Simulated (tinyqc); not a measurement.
RHF in the sto-6g basis, for H2O, spin multiplicity 1, step by step (part 2 of 2). Computed by tinyqc, a small Python program that keeps every step (integrals from PySCF). Command: `OMP_NUM_THREADS=1 python tinyqc.py 30742 30743 out.jsonl` (the two numbers bound the seeds that draw the settings). One thread of a shared host (Intel(R) Xeon(R) Processor @ 2.60GHz), about 0.1 s of CPU time with the checks.

Geometry (angstrom):
```
atom       x        y       z
O     0.0000   0.0000  0.0000
H     0.0000   0.9730  0.6190
H     0.0000  -0.9730  0.6190
```

## Iteration 9 (converged): orbitals

converged F (hartree):
```
           1O 1s    1O 2s   1O 2px   1O 2py   1O 2pz    2H 1s    3H 1s
1O 1s   -20.5130  -4.9621   0.0000   0.0000  -0.0235  -0.7645  -0.7645
1O 2s    -4.9621  -2.2892   0.0000   0.0000  -0.0531  -0.7232  -0.7232
1O 2px    0.0000   0.0000  -0.3846   0.0000   0.0000   0.0000   0.0000
1O 2py    0.0000   0.0000   0.0000  -0.2142   0.0000  -0.3597   0.3597
1O 2pz   -0.0235  -0.0531   0.0000   0.0000  -0.2555  -0.2785  -0.2785
2H 1s    -0.7645  -0.7232   0.0000  -0.3597  -0.2785  -0.3691  -0.1812
3H 1s    -0.7645  -0.7232   0.0000   0.3597  -0.2785  -0.1812  -0.3691
```

X:
```
              1        2        3       4        5        6       7
1O 1s   -0.3565   0.0000   0.7269  0.0000  -0.6056   0.0000  0.2011
1O 2s    1.0134   0.0000  -0.2610  0.0000  -0.2737   0.0000  0.4733
1O 2px   0.0000   0.0000   0.0000  1.0000   0.0000   0.0000  0.0000
1O 2py   0.0000   0.8712   0.0000  0.0000   0.0000   0.6649  0.0000
1O 2pz   0.4112   0.0000   0.6629  0.0000   0.6531   0.0000  0.1939
2H 1s   -0.6362  -0.7305  -0.1973  0.0000   0.1627   0.3965  0.3832
3H 1s   -0.6362   0.7305  -0.1973  0.0000   0.1627  -0.3965  0.3832
```

Diagonalise F' = X^T F X, C = X C', fill 5 alpha and 5 beta electrons from the bottom; D = 2 C_occ C_occ^T. Each column has its largest component positive (the first on a tie).

F' = X^T F X (hartree):
```
         1       2        3        4        5        6        7
1  -0.4356  0.0000   2.4936   0.0000  -2.0017   0.0000   0.6847
2   0.0000  0.5524   0.0000   0.0000   0.0000   0.0857   0.0000
3   2.4936  0.0000  -8.8352   0.0000   8.6427   0.0000  -4.3382
4   0.0000  0.0000   0.0000  -0.3846   0.0000   0.0000   0.0000
5  -2.0017  0.0000   8.6427   0.0000  -9.1296   0.0000   4.5638
6   0.0000  0.0857   0.0000   0.0000   0.0000  -0.5331   0.0000
7   0.6847  0.0000  -4.3382   0.0000   4.5638   0.0000  -3.3131
```

orbital energies (hartree): MO1 -20.5159, MO2 -1.1919, MO3 -0.5398, MO4 -0.4099, MO5 -0.3846, MO6 0.4042, MO7 0.5592

coefficients C:
```
            MO1      MO2      MO3      MO4     MO5      MO6      MO7
1O 1s    0.9969  -0.2300   0.0000   0.0784  0.0000   0.0992   0.0000
1O 2s    0.0139   0.9064   0.0000  -0.4310  0.0000  -0.6218   0.0000
1O 2px   0.0000   0.0000   0.0000   0.0000  1.0000   0.0000   0.0000
1O 2py   0.0000   0.0000   0.5947   0.0000  0.0000   0.0000   0.9206
1O 2pz   0.0020   0.0669   0.0000   0.7707  0.0000  -0.6887   0.0000
2H 1s   -0.0026   0.1345   0.4524   0.3363  0.0000   0.6970  -0.6972
3H 1s   -0.0026   0.1345  -0.4524   0.3363  0.0000   0.6970   0.6972
```

D after iteration 9:
```
          1O 1s    1O 2s  1O 2px   1O 2py   1O 2pz    2H 1s    3H 1s
1O 1s    2.1057  -0.4567  0.0000   0.0000   0.0940  -0.0143  -0.0143
1O 2s   -0.4567   2.0149  0.0000   0.0000  -0.5430  -0.0461  -0.0461
1O 2px   0.0000   0.0000  2.0000   0.0000   0.0000   0.0000   0.0000
1O 2py   0.0000   0.0000  0.0000   0.7074   0.0000   0.5382  -0.5382
1O 2pz   0.0940  -0.5430  0.0000   0.0000   1.1969   0.5364   0.5364
2H 1s   -0.0143  -0.0461  0.0000   0.5382   0.5364   0.6718  -0.1470
3H 1s   -0.0143  -0.0461  0.0000  -0.5382   0.5364  -0.1470   0.6718
```

## Convergence

Stop when the energy changes by less than 1e-10 hartree and every element of the error matrix X^T (F D S - S D F) X is below 3e-06.

Course of the cycle:
```
iteration  E (hartree)     change  largest element of the error matrix
1           -75.785560          -                             9.35e-01
2           -75.570086   2.15e-01                             2.90e-01
3           -75.622234  -5.21e-02                             4.35e-02
4           -75.623451  -1.22e-03                             6.95e-03
5           -75.623493  -4.18e-05                             5.42e-04
6           -75.623493  -4.15e-07                             2.32e-04
7           -75.623493  -1.37e-07                             2.93e-05
8           -75.623493  -1.07e-09                             5.14e-07
9           -75.623493  -2.27e-13                             1.18e-07
```

PySCF RHF in the same basis = -75.623493 hartree

Converged in 9 iterations.

## Populations, bond orders and dipole

overlap S:
```
         1O 1s   1O 2s  1O 2px   1O 2py  1O 2pz   2H 1s    3H 1s
1O 1s   1.0000  0.2311  0.0000   0.0000  0.0000  0.0353   0.0353
1O 2s   0.2311  1.0000  0.0000   0.0000  0.0000  0.3583   0.3583
1O 2px  0.0000  0.0000  1.0000   0.0000  0.0000  0.0000   0.0000
1O 2py  0.0000  0.0000  0.0000   1.0000  0.0000  0.2698  -0.2698
1O 2pz  0.0000  0.0000  0.0000   0.0000  1.0000  0.1716   0.1716
2H 1s   0.0353  0.3583  0.0000   0.2698  0.1716  1.0000   0.1307
3H 1s   0.0353  0.3583  0.0000  -0.2698  0.1716  0.1307   1.0000
```

Mulliken: Z minus the diagonal of D S on the atom; Loewdin: the same with S^(1/2) D S^(1/2); Mayer order: 2 sum_s sum (D(s) S)_ij (D(s) S)_ji over the two atoms.

Charges (e):
```
atom  Mulliken  Loewdin
1O     -0.2543  -0.1922
2H      0.1271   0.0961
3H      0.1271   0.0961
```

Mayer bond orders:
```
pair   order
2-1   0.9671
3-1   0.9671
3-2   0.0167
```

dipole moment about the origin, x y z (debye): 0.0000  0.0000  1.4453
